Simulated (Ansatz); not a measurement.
## Relative stability

Two relaxed structures of CH5BMg, closed shell (PBE0-D4/def2-TZVP; forces vanish, vibrations not checked).

A:

C1  (-0.388, 0.653, 0.515)
B2  (-0.010, 0.725, -0.912)
Mg3  (0.341, -1.386, 0.434)
H4  (-1.422, 0.496, 0.834)
H5  (1.116, 1.011, -1.239)
H6  (-0.770, 0.349, -1.772)
H7  (0.239, 1.076, 1.304)
H8  (0.826, -2.993, 0.682)
(Å)

B:

```json
{"atom": "C1", "x (Å)": "-0.2919", "y (Å)": "0.9542", "z (Å)": "-0.7797"}
{"atom": "B2", "x (Å)": "0.2968", "y (Å)": "0.2497", "z (Å)": "0.4810"}
{"atom": "Mg3", "x (Å)": "0.3998", "y (Å)": "-2.0098", "z (Å)": "0.8934"}
{"atom": "H4", "x (Å)": "-1.3103", "y (Å)": "1.2202", "z (Å)": "-0.4366"}
{"atom": "H5", "x (Å)": "0.1773", "y (Å)": "1.9109", "z (Å)": "-1.0318"}
{"atom": "H6", "x (Å)": "-0.4206", "y (Å)": "0.3565", "z (Å)": "-1.6832"}
{"atom": "H7", "x (Å)": "0.6625", "y (Å)": "1.0147", "z (Å)": "1.3429"}
{"atom": "H8", "x (Å)": "0.4865", "y (Å)": "-3.6965", "z (Å)": "1.2141"}
```

Ansatz 0.2.0; basis: def2-TZVPP; cores frozen in the correlated methods. The outer core shell of Li, Na, Mg and K is correlated. The def2 sets are not built for correlating such inner shells, so the correlated values are less sure here. B3LYP uses VWN-RPA correlation.

Question: Which structure is lower at CCSD(T), and by how much? (To be estimated.)

Answer: Computed: A, by 1.060 eV (electronic energy, against the other). By their contacts, A is CH₅BMg ([BH2]1[CH2][MgH]1) and B is CH₅BMg ([CH3][BH][MgH]).

All methods give the same order:

```csv
method,E(B) − E(A) (eV)
PBE-D4,1.048
r2SCAN-D4,1.104
PBE0-D4,1.021
B3LYP-D4,1.033
wB97M-V,1.064
HF,0.833
MP2,1.161
CCSD,1.013
CCSD(T),1.060
```

T1 diagnostic: at most 0.011.

Labels in which every atom is bracketed show which atoms are joined, not bond orders.

For scale, one of the runs: CCSD(T)/def2-TZVPP, 164 basis functions, launched by `ansatz run in.yaml --threads 2 --pin off --events-out ev --progress --plain --max-ram 4352MiB`. Time: 28 s of wall clock on 2 CPU threads of an Arm Neoverse V2; the host was shared. Peak host memory: 1.4 GiB.
